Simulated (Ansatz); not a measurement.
Process, species as SMILES: [CH2][SiH3] (CH2-SiH3) → C atom + 5 H atom + Si atom
B3LYP-D3(BJ)/def2-TZVP geometries, fixed; electronic energies without zero-point terms.
Largest species:
```
Si
H 1 1.4823
H 1 1.4830 2 109.47
H 1 1.4878 2 107.84 3 116.74
C 1 1.8421 2 110.29 4 121.63
H 5 1.0839 1 122.71 2 -26.73
H 5 1.0841 6 114.66 1 177.78
```
Charge 0, spin multiplicity 2.

Basis-set convergence of the atomisation energy at HF with Ansatz (a program for electronic structure). Cartesian d functions, on some or all atoms, in 6-31G**; all else is spherical. Open shells are unrestricted. No added dispersion term, no relativity. Functions are those of the species that has most. Reference: the value in def2-QZVPPD, 408.43 kcal/mol, itself unsure by roughly 0.18 kcal/mol (its mean distance from pcseg-3, def2-QZVPP, cc-pV(Q+d)Z). Deviations are taken from unrounded values.

```tsv
basis	functions	atomisation energy (kcal/mol)	minus reference (kcal/mol)
def2-SV(P)	42	399.00	-9.44
def2-SVP	57	406.77	-1.66
6-31G**	59	406.38	-2.05
aug-cc-pV(D+d)Z	100	399.93	-8.50
def2-TZVPP	143	407.66	-0.77
jun-cc-pV(T+d)Z	157	407.11	-1.33
6-311++G(3df,3pd)	176	407.65	-0.79
aug-pcseg-2	211	408.52	0.09
def2-QZVPPD	304	408.43	0.00
```

The smallest set listed that lies within 4 kcal/mol of the reference with all its larger relatives (same family, alike in diffuse functions; a set with none counts only in the reference's own line) is def2-SVP (57 functions, -1.66 kcal/mol off). Inside the window by cancellation, since a larger relative falls out: 6-31G**. Inside, with no larger relative to test it: 6-311++G(3df,3pd), aug-pcseg-2. (Relatives not listed, tested too: 6-311G** -5.64, def2-TZVP -1.50, aug-cc-pV(T+d)Z -1.14, def2-QZVP 0.01, def2-QZVPP 0.01 kcal/mol.)
